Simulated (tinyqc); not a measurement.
Worked calculation: coupled-perturbed Hartree-Fock on RHF in the sto-3g basis, for H2O, spin multiplicity 1. Computed by tinyqc, a small Python program that keeps every step (integrals from PySCF). Settings: charge = 0, multiplicity = 1, basis = sto-3g, method = RHF, energy threshold = 1e-10, iteration cap = 56, orthogonalisation = symmetric, start = atomic densities, DIIS depth = 6. Command: `OMP_NUM_THREADS=1 python tinyqc.py 24193 24194 out.jsonl` (the two numbers bound the seeds that draw the settings). One thread of a shared host (Intel(R) Xeon(R) Processor @ 2.60GHz), about 0.2 s of CPU time with the checks. The early iterations of the SCF are left out here.

## One-electron integrals

Geometry (angstrom):
```
atom       x        y       z
O     0.0000   0.0000  0.0000
H     0.0000   0.6840  0.6270
H     0.0000  -0.6840  0.6270
```

Basis sto-3g: exponents (1/bohr^2) and contraction coefficients of normalised primitives:
```
element  l (shell)  exponent  coefficient
O            s (1)  130.7093       0.1543
O            s (1)   23.8089       0.5353
O            s (1)    6.4436       0.4446
O            s (2)    5.0332      -0.1000
O            s (2)    1.1696       0.3995
O            s (2)    0.3804       0.7001
O            p (3)    5.0332       0.1559
O            p (3)    1.1696       0.6077
O            p (3)    0.3804       0.3920
H            s (1)    3.4253       0.1543
H            s (1)    0.6239       0.5353
H            s (1)    0.1689       0.4446
```

Overlap, kinetic and nuclear-attraction integrals over the contracted functions; the nuclear repulsion is the sum of Za Zb / Rab.

nuclear repulsion = 9.511625 hartree

overlap S, order 1O 1s, 1O 2s, 1O 2px, 1O 2py, 1O 2pz, 2H 1s, 3H 1s:
```
[[1.0000, 0.2367, 0.0000, 0.0000, 0.0000, 0.0579, 0.0579],
 [0.2367, 1.0000, 0.0000, 0.0000, 0.0000, 0.4942, 0.4942],
 [0.0000, 0.0000, 1.0000, 0.0000, 0.0000, 0.0000, 0.0000],
 [0.0000, 0.0000, 0.0000, 1.0000, 0.0000, 0.2974, -0.2974],
 [0.0000, 0.0000, 0.0000, 0.0000, 1.0000, 0.2726, 0.2726],
 [0.0579, 0.4942, 0.0000, 0.2974, 0.2726, 1.0000, 0.3091],
 [0.0579, 0.4942, 0.0000, -0.2974, 0.2726, 0.3091, 1.0000]]
```

kinetic energy T (hartree), order 1O 1s, 1O 2s, 1O 2px, 1O 2py, 1O 2pz, 2H 1s, 3H 1s:
```
[[29.0032, -0.1680, 0.0000, 0.0000, 0.0000, -0.0003, -0.0003],
 [-0.1680, 0.8081, 0.0000, 0.0000, 0.0000, 0.1432, 0.1432],
 [0.0000, 0.0000, 2.5287, 0.0000, 0.0000, 0.0000, 0.0000],
 [0.0000, 0.0000, 0.0000, 2.5287, 0.0000, 0.2266, -0.2266],
 [0.0000, 0.0000, 0.0000, 0.0000, 2.5287, 0.2077, 0.2077],
 [-0.0003, 0.1432, 0.0000, 0.2266, 0.2077, 0.7600, 0.0237],
 [-0.0003, 0.1432, 0.0000, -0.2266, 0.2077, 0.0237, 0.7600]]
```

nuclear attraction V (hartree), order 1O 1s, 1O 2s, 1O 2px, 1O 2py, 1O 2pz, 2H 1s, 3H 1s:
```
[[-61.7591, -7.4531, 0.0000, 0.0000, -0.0223, -1.8770, -1.8770],
 [-7.4531, -10.1744, 0.0000, 0.0000, -0.2596, -4.0876, -4.0876],
 [0.0000, 0.0000, -10.0120, 0.0000, 0.0000, 0.0000, 0.0000],
 [0.0000, 0.0000, 0.0000, -10.1575, 0.0000, -2.1858, 2.1858],
 [-0.0223, -0.2596, 0.0000, 0.0000, -10.1342, -2.1003, -2.1003],
 [-1.8770, -4.0876, 0.0000, -2.1858, -2.1003, -5.9870, -1.9993],
 [-1.8770, -4.0876, 0.0000, 2.1858, -2.1003, -1.9993, -5.9870]]
```

core Hamiltonian H = T + V (hartree), order 1O 1s, 1O 2s, 1O 2px, 1O 2py, 1O 2pz, 2H 1s, 3H 1s:
```
[[-32.7559, -7.6211, 0.0000, 0.0000, -0.0223, -1.8773, -1.8773],
 [-7.6211, -9.3663, 0.0000, 0.0000, -0.2596, -3.9444, -3.9444],
 [0.0000, 0.0000, -7.4833, 0.0000, 0.0000, 0.0000, 0.0000],
 [0.0000, 0.0000, 0.0000, -7.6287, 0.0000, -1.9593, 1.9593],
 [-0.0223, -0.2596, 0.0000, 0.0000, -7.6055, -1.8926, -1.8926],
 [-1.8773, -3.9444, 0.0000, -1.9593, -1.8926, -5.2270, -1.9755],
 [-1.8773, -3.9444, 0.0000, 1.9593, -1.8926, -1.9755, -5.2270]]
```

## Two-electron integrals

Functions are numbered as in S; the eight-fold symmetry (ij|kl) = (ji|kl) = (kl|ij) leaves the list below.

Two-electron integrals (ij|kl) in chemists' order, unique and non-zero (hartree):
```
(11|11) 4.7851      (21|11) 0.7414      (21|21) 0.1369      (22|11) 1.1189
(22|21) 0.2566      (22|22) 0.8172      (31|31) 0.0245      (32|31) 0.0378
(32|32) 0.1805      (33|11) 1.1158      (33|21) 0.2567      (33|22) 0.8170
(33|33) 0.8802      (41|41) 0.0245      (42|41) 0.0378      (42|42) 0.1805
(43|43) 0.0474      (44|11) 1.1158      (44|21) 0.2567      (44|22) 0.8170
(44|33) 0.7853      (44|44) 0.8802      (51|51) 0.0245      (52|51) 0.0378
(52|52) 0.1805      (53|53) 0.0474      (54|54) 0.0474      (55|11) 1.1158
(55|21) 0.2567      (55|22) 0.8170      (55|33) 0.7853      (55|44) 0.7853
(55|55) 0.8802      (61|11) 0.1843      (61|21) 0.0337      (61|22) 0.0627
(61|33) 0.0626      (61|41) 0.0011      (61|42) 0.0021      (61|44) 0.0628
(61|51) 0.0010      (61|52) 0.0019      (61|54) 1.79e-04    (61|55) 0.0628
(61|61) 0.0084      (62|11) 0.4244      (62|21) 0.0985      (62|22) 0.3443
(62|33) 0.3387      (62|41) 0.0054      (62|42) 0.0404      (62|44) 0.3477
(62|51) 0.0050      (62|52) 0.0370      (62|54) 0.0083      (62|55) 0.3463
(62|61) 0.0247      (62|62) 0.1759      (63|31) 0.0106      (63|32) 0.0606
(63|43) 0.0085      (63|53) 0.0078      (63|63) 0.0258      (64|11) 0.2176
(64|21) 0.0512      (64|22) 0.1911      (64|33) 0.1824      (64|41) 0.0131
(64|42) 0.0820      (64|44) 0.2043      (64|51) 0.0023      (64|52) 0.0196
(64|54) 0.0123      (64|55) 0.1865      (64|61) 0.0134      (64|62) 0.1186
(64|64) 0.1049      (65|11) 0.1995      (65|21) 0.0469      (65|22) 0.1752
(65|33) 0.1672      (65|41) 0.0023      (65|42) 0.0196      (65|44) 0.1717
(65|51) 0.0127      (65|52) 0.0786      (65|54) 0.0127      (65|55) 0.1866
(65|61) 0.0123      (65|62) 0.1087      (65|64) 0.0725      (65|65) 0.0923
(66|11) 0.5462      (66|21) 0.1288      (66|22) 0.5139      (66|33) 0.4930
(66|41) 0.0096      (66|42) 0.0971      (66|44) 0.5268      (66|51) 0.0088
(66|52) 0.0890      (66|54) 0.0310      (66|55) 0.5214      (66|61) 0.0326
(66|62) 0.3224      (66|64) 0.2485      (66|65) 0.2278      (66|66) 0.7746
(71|11) 0.1843      (71|21) 0.0337      (71|22) 0.0627      (71|33) 0.0626
(71|41) -0.0011     (71|42) -0.0021     (71|44) 0.0628      (71|51) 0.0010
(71|52) 0.0019      (71|54) -1.79e-04   (71|55) 0.0628      (71|61) 0.0083
(71|62) 0.0240      (71|64) 0.0119      (71|65) 0.0120      (71|66) 0.0314
(71|71) 0.0084      (72|11) 0.4244      (72|21) 0.0985      (72|22) 0.3443
(72|33) 0.3387      (72|41) -0.0054     (72|42) -0.0404     (72|44) 0.3477
(72|51) 0.0050      (72|52) 0.0370      (72|54) -0.0083     (72|55) 0.3463
(72|61) 0.0240      (72|62) 0.1478      (72|64) 0.0679      (72|65) 0.0891
(72|66) 0.2288      (72|71) 0.0247      (72|72) 0.1759      (73|31) 0.0106
(73|32) 0.0606      (73|43) -0.0085     (73|53) 0.0078      (73|63) 0.0212
(73|73) 0.0258      (74|11) -0.2176     (74|21) -0.0512     (74|22) -0.1911
(74|33) -0.1824     (74|41) 0.0131      (74|42) 0.0820      (74|44) -0.2043
(74|51) -0.0023     (74|52) -0.0196     (74|54) 0.0123      (74|55) -0.1865
(74|61) -0.0119     (74|62) -0.0679     (74|64) -0.0103     (74|65) -0.0399
(74|66) -0.0905     (74|71) -0.0134     (74|72) -0.1186     (74|74) 0.1049
(75|11) 0.1995      (75|21) 0.0469      (75|22) 0.1752      (75|33) 0.1672
(75|41) -0.0023     (75|42) -0.0196     (75|44) 0.1717      (75|51) 0.0127
(75|52) 0.0786      (75|54) -0.0127     (75|55) 0.1866      (75|61) 0.0120
(75|62) 0.0891      (75|64) 0.0399      (75|65) 0.0741      (75|66) 0.1522
(75|71) 0.0123      (75|72) 0.1087      (75|74) -0.0725     (75|75) 0.0923
(76|11) 0.1964      (76|21) 0.0460      (76|22) 0.1748      (76|33) 0.1705
(76|44) 0.1734      (76|51) 0.0036      (76|52) 0.0322      (76|55) 0.1804
(76|61) 0.0114      (76|62) 0.0901      (76|64) 0.0520      (76|65) 0.0626
(76|66) 0.1722      (76|71) 0.0114      (76|72) 0.0901      (76|74) -0.0520
(76|75) 0.0626      (76|76) 0.0559      (77|11) 0.5462      (77|21) 0.1288
(77|22) 0.5139      (77|33) 0.4930      (77|41) -0.0096     (77|42) -0.0971
(77|44) 0.5268      (77|51) 0.0088      (77|52) 0.0890      (77|54) -0.0310
(77|55) 0.5214      (77|61) 0.0314      (77|62) 0.2288      (77|64) 0.0905
(77|65) 0.1522      (77|66) 0.3750      (77|71) 0.0326      (77|72) 0.3224
(77|74) -0.2485     (77|75) 0.2278      (77|76) 0.1722      (77|77) 0.7746
```

## Orthogonalisation

S = U s U^T; symmetric (Loewdin) form X = U s^(-1/2) U^T, so that X^T S X = 1.

eigenvalues of S: [0.3232, 0.3974, 0.8788, 1.0000, 1.1009, 1.2935, 2.0061]

X, order 1O 1s, 1O 2s, 1O 2px, 1O 2py, 1O 2pz, 2H 1s, 3H 1s:
```
[[1.0243, -0.1446, 0.0000, 0.0000, -0.0118, 0.0221, 0.0221],
 [-0.1446, 1.2682, 0.0000, 0.0000, 0.1332, -0.3100, -0.3100],
 [0.0000, 0.0000, 1.0000, 0.0000, 0.0000, 0.0000, 0.0000],
 [0.0000, 0.0000, 0.0000, 1.1109, 0.0000, -0.2347, 0.2347],
 [-0.0118, 0.1332, 0.0000, 0.0000, 1.0720, -0.1682, -0.1682],
 [0.0221, -0.3100, 0.0000, -0.2347, -0.1682, 1.2375, -0.1172],
 [0.0221, -0.3100, 0.0000, 0.2347, -0.1682, -0.1172, 1.2375]]
```

## Iteration 8 (converged): orbitals

converged F (hartree), order 1O 1s, 1O 2s, 1O 2px, 1O 2py, 1O 2pz, 2H 1s, 3H 1s:
```
[[-20.2407, -5.1651, 0.0000, 0.0000, -0.0310, -1.2813, -1.2813],
 [-5.1651, -2.4636, 0.0000, 0.0000, -0.1530, -1.0826, -1.0826],
 [0.0000, 0.0000, -0.3997, 0.0000, 0.0000, 0.0000, 0.0000],
 [0.0000, 0.0000, 0.0000, -0.3314, 0.0000, -0.3799, 0.3799],
 [-0.0310, -0.1530, 0.0000, 0.0000, -0.3822, -0.4159, -0.4159],
 [-1.2813, -1.0826, 0.0000, -0.3799, -0.4159, -0.6312, -0.4787],
 [-1.2813, -1.0826, 0.0000, 0.3799, -0.4159, -0.4787, -0.6312]]
```

Diagonalise F' = X^T F X, C = X C', fill 5 alpha and 5 beta electrons from the bottom; D = 2 C_occ C_occ^T. Each column has its largest component positive (the first on a tie).

F' = X^T F X (hartree):
```
[[-19.8600, -2.6932, 0.0000, 0.0000, -0.0571, -0.2127, -0.2127],
 [-2.6932, -1.2207, 0.0000, 0.0000, 0.1243, -0.5375, -0.5375],
 [0.0000, 0.0000, -0.3997, 0.0000, 0.0000, 0.0000, 0.0000],
 [0.0000, 0.0000, 0.0000, -0.0296, 0.0000, -0.4787, 0.4787],
 [-0.0571, 0.1243, 0.0000, 0.0000, -0.1885, -0.3665, -0.3665],
 [-0.2127, -0.5375, 0.0000, -0.4787, -0.3665, 0.0296, -0.1371],
 [-0.2127, -0.5375, 0.0000, 0.4787, -0.3665, -0.1371, 0.0296]]
```

orbital energies (hartree): [-20.2496, -1.2961, -0.6155, -0.4790, -0.3997, 0.6479, 0.7525]

coefficients C, order 1O 1s, 1O 2s, 1O 2px, 1O 2py, 1O 2pz, 2H 1s, 3H 1s:
```
[[0.9941, -0.2306, 0.0000, 0.1111, 0.0000, -0.1320, 0.0000],
 [0.0271, 0.8194, 0.0000, -0.5763, 0.0000, 0.9138, 0.0000],
 [0.0000, 0.0000, 0.0000, 0.0000, 1.0000, 0.0000, 0.0000],
 [0.0000, 0.0000, 0.6228, 0.0000, 0.0000, 0.0000, 0.9779],
 [0.0050, 0.1512, 0.0000, 0.7529, 0.0000, 0.7962, 0.0000],
 [-0.0062, 0.1592, 0.4495, 0.2762, 0.0000, -0.8067, -0.8779],
 [-0.0062, 0.1592, -0.4495, 0.2762, 0.0000, -0.8067, 0.8779]]
```

D after iteration 8, order 1O 1s, 1O 2s, 1O 2px, 1O 2py, 1O 2pz, 2H 1s, 3H 1s:
```
[[2.1075, -0.4522, 0.0000, 0.0000, 0.1074, -0.0244, -0.0244],
 [-0.4522, 2.0085, 0.0000, 0.0000, -0.6198, -0.0578, -0.0578],
 [0.0000, 0.0000, 2.0000, 0.0000, 0.0000, 0.0000, 0.0000],
 [0.0000, 0.0000, 0.0000, 0.7757, 0.0000, 0.5598, -0.5598],
 [0.1074, -0.6198, 0.0000, 0.0000, 1.1795, 0.4641, 0.4641],
 [-0.0244, -0.0578, 0.0000, 0.5598, 0.4641, 0.6074, -0.2006],
 [-0.0244, -0.0578, 0.0000, -0.5598, 0.4641, -0.2006, 0.6074]]
```

## Convergence

Stop when the energy changes by less than 1e-10 hartree and every element of the error matrix X^T (F D S - S D F) X is below 3e-06.

Course of the cycle:
```
iteration  E (hartree)     change  largest element of the error matrix
1           -75.586292          -                             1.45e+00
2           -74.919069   6.67e-01                             1.90e-01
3           -74.953849  -3.48e-02                             2.04e-02
4           -74.954283  -4.34e-04                             3.99e-03
5           -74.954309  -2.56e-05                             2.80e-04
6           -74.954309  -2.09e-07                             7.56e-06
7           -74.954309  -1.07e-10                             4.11e-07
8           -74.954309  -2.84e-13                             5.46e-11
```

PySCF RHF in the same basis = -74.954309 hartree

Converged in 8 iterations.

## Integrals over molecular orbitals

(pq|rs) = sum C_ip C_jq C_kr C_ls (ij|kl), one index at a time.

one-electron integrals over orbitals h = C^T H C (hartree):
```
[[-32.7381, 0.5529, 0.0000, -0.2562, 0.0000, 0.3024, 0.0000],
 [0.5529, -7.7169, 0.0000, 0.4213, 0.0000, -1.4171, 0.0000],
 [0.0000, 0.0000, -6.4663, 0.0000, 0.0000, 0.0000, -1.6600],
 [-0.2562, 0.4213, 0.0000, -7.0215, 0.0000, -1.0679, 0.0000],
 [0.0000, 0.0000, 0.0000, 0.0000, -7.4833, 0.0000, 0.0000],
 [0.3024, -1.4171, 0.0000, -1.0679, 0.0000, -5.4284, 0.0000],
 [0.0000, 0.0000, -1.6600, 0.0000, 0.0000, 0.0000, -5.5787]]
```

Two-electron integrals over orbitals (pq|rs), unique and non-zero (hartree):
```
(11|11) 4.7442    (21|11) -0.4127   (21|21) 0.0573    (22|11) 1.0018
(22|21) -0.0120   (22|22) 0.7355    (31|31) 0.0116    (32|31) 0.0184
(32|32) 0.1458    (33|11) 0.8176    (33|21) -0.0044   (33|22) 0.6572
(33|33) 0.6459    (41|11) 0.1979    (41|21) -0.0238   (41|22) 0.0177
(41|33) 0.0070    (41|41) 0.0288    (42|11) -0.1304   (42|21) 0.0099
(42|22) 0.0115    (42|33) 0.0064    (42|41) 0.0173    (42|42) 0.1199
(43|31) -0.0043   (43|32) 0.0154    (43|43) 0.0475    (44|11) 0.9993
(44|21) -0.0142   (44|22) 0.6704    (44|33) 0.6060    (44|41) -0.0113
(44|42) -0.1038   (44|44) 0.7865    (51|51) 0.0261    (52|51) 0.0322
(52|52) 0.1425    (53|53) 0.0298    (54|51) -0.0146   (54|52) -0.0500
(54|54) 0.0587    (55|11) 1.1153    (55|21) -0.0116   (55|22) 0.7461
(55|33) 0.6391    (55|41) 0.0055    (55|42) -0.0697   (55|44) 0.7297
(55|55) 0.8802    (61|11) -0.2379   (61|21) 0.0361    (61|22) 0.0011
(61|33) 0.0006    (61|41) -0.0012   (61|42) 0.0207    (61|44) -0.0208
(61|55) -0.0061   (61|61) 0.0329    (62|11) 0.3155    (62|21) -0.0062
(62|22) 0.1471    (62|33) 0.0832    (62|41) 0.0191    (62|42) 0.0171
(62|44) 0.0868    (62|55) 0.1611    (62|61) 0.0078    (62|62) 0.1051
(63|31) 0.0038    (63|32) -0.0326   (63|43) -0.0252   (63|63) 0.0633
(64|11) 0.2179    (64|21) -0.0024   (64|22) 0.0888    (64|33) 0.0444
(64|41) 0.0009    (64|42) -0.0389   (64|44) 0.1242    (64|55) 0.1146
(64|61) -0.0015   (64|62) 0.0581    (64|64) 0.0701    (65|51) 0.0157
(65|52) 0.0586    (65|54) -0.0030   (65|65) 0.0391    (66|11) 0.8269
(66|21) -0.0069   (66|22) 0.6295    (66|33) 0.5808    (66|41) 0.0219
(66|42) 0.0574    (66|44) 0.5566    (66|55) 0.5996    (66|61) 0.0092
(66|62) 0.1034    (66|64) 0.0434    (66|66) 0.6088    (71|31) 0.0154
(71|32) 0.0228    (71|43) -0.0059   (71|63) 0.0045    (71|71) 0.0207
(72|31) 0.0135    (72|32) 0.0347    (72|43) -0.0375   (72|63) 0.0368
(72|71) 0.0171    (72|72) 0.0600    (73|11) 0.3565    (73|21) -0.0077
(73|22) 0.1262    (73|33) 0.0899    (73|41) -0.0011   (73|42) -0.0813
(73|44) 0.1568    (73|55) 0.1846    (73|61) -0.0076   (73|62) 0.0768
(73|64) 0.0797    (73|66) 0.0368    (73|73) 0.1541    (74|31) -0.0105
(74|32) -0.0808   (74|43) 0.0046    (74|63) 0.0407    (74|71) -0.0137
(74|72) -0.0147   (74|74) 0.0721    (75|53) 0.0234    (75|75) 0.0234
(76|31) 0.0092    (76|32) 0.0963    (76|43) 0.0442    (76|63) -0.0563
(76|71) 0.0115    (76|72) -0.0146   (76|74) -0.0583   (76|76) 0.1106
(77|11) 0.8585    (77|21) -0.0089   (77|22) 0.6260    (77|33) 0.6174
(77|41) 0.0047    (77|42) -0.0083   (77|44) 0.6070    (77|55) 0.6218
(77|61) -0.0046   (77|62) 0.0685    (77|64) 0.0373    (77|66) 0.5739
(77|73) 0.0822    (77|77) 0.6207
```

## Response to a field: uncoupled start

dipole integrals <a|z|i> (bohr), order a6, a7:
```
[[0.0458, -0.1554, 0.0000, -0.5415, 0.0000],
 [0.0000, 0.0000, -0.6793, 0.0000, 0.0000]]
```

Field along z; U_ai = -mu_ai / (e_a - e_i), alpha = -4 sum U_ai mu_ai.

uncoupled U, order a6, a7:
```
[[-0.0022, 0.0799, 0.0000, 0.4805, 0.0000],
 [0.0000, 0.0000, 0.4965, 0.0000, 0.0000]]
```

uncoupled polarisability = 2.4398 bohr^3

## Coupled step 1

U_ai = -(mu_ai + sum_bj [4 (ai|bj) - (ab|ij) - (aj|bi)] U_bj) / (e_a - e_i); alpha = -4 sum U_ai mu_ai.

U after step 1, order a6, a7:
```
[[-0.0007, 0.0195, 0.0000, 0.5167, 0.0000],
 [0.0000, 0.0000, 0.4604, 0.0000, 0.0000]]
```

polarisability = 2.3823 bohr^3

## Coupled step 2

As before.

U after step 2, order a6, a7:
```
[[-0.0006, 0.0108, 0.0000, 0.5417, 0.0000],
 [0.0000, 0.0000, 0.4579, 0.0000, 0.0000]]
```

polarisability = 2.4239 bohr^3

## Coupled polarisability

Repeat until U stops changing; compare with -d2E/dF2.

Course of the coupled iterations:
```
step  alpha (bohr^3)
0             2.4398
1             2.3823
2             2.4239
3             2.4326
4             2.4361
5             2.4373
6             2.4378
7             2.4380
8             2.4381
9             2.4381
10            2.4381
11            2.4382
12            2.4382
13            2.4382
14            2.4382
15            2.4382
16            2.4382
17            2.4382
18            2.4382
19            2.4382
```

coupled polarisability = 2.4382 bohr^3

finite-field check, fields of +/-0.001 au = 2.4382 bohr^3
